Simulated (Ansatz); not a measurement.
Worked example: a bond strength in [SiH3]+ (SMILES [SiH3+])

[SiH3]+: 4 atoms, total charge +1, spin state singlet. SMILES: `[SiH3+]`. The shape was relaxed beforehand at r2SCAN/def2-SVP.

```xyz
4

Si    0.0000    0.0000    0.0000
H     0.6893    0.6778    1.1169
H    -0.1188   -1.4724   -0.0099
H    -0.5705    0.7945   -1.1069
```

Wanted: the dissociation energy of the H2–Si1 bond into doublet H and doublet [SiH2]+ (shapes relaxed at r2SCAN/def2-SVP, no zero-point term). 1 Eh = 2625.50 kJ/mol = 27.2114 eV. Totals in Eh; open shells run unrestricted unless said.

| level | program | [SiH3]+ | doublet H | doublet [SiH2]+ |
| --- | --- | --- | --- | --- |
| HF/def2-TZVPP | Ansatz | -290.358534 | -0.499810 | -289.736645 |
| BLYP/def2-TZVPP | Ansatz | -290.934166 | -0.497552 | -290.288367 |
| RPA@PBE/def2-TZVPP, 5 core orbitals frozen in the whole | Ansatz | -290.580657 | -0.517613 | -289.914166 |

Problem. Work out the dissociation energy at each level.

Solution. 
1. HF/def2-TZVPP: (-0.499810) + (-289.736645) − (-290.358534) = 0.122079 Eh = 320.5 kJ/mol = 3.32 eV.
2. BLYP/def2-TZVPP: (-0.497552) + (-290.288367) − (-290.934166) = 0.148247 Eh = 389.2 kJ/mol = 4.03 eV.
3. RPA@PBE/def2-TZVPP: (-0.517613) + (-289.914166) − (-290.580657) = 0.148878 Eh = 390.9 kJ/mol = 4.05 eV.

The levels span 321 to 391 kJ/mol; no measured value is set beside them. Hartree–Fock lacks the correlation of the bonding electrons, so it comes out low. A bond enthalpy at 298 K also holds the loss of zero-point energy and thermal terms.
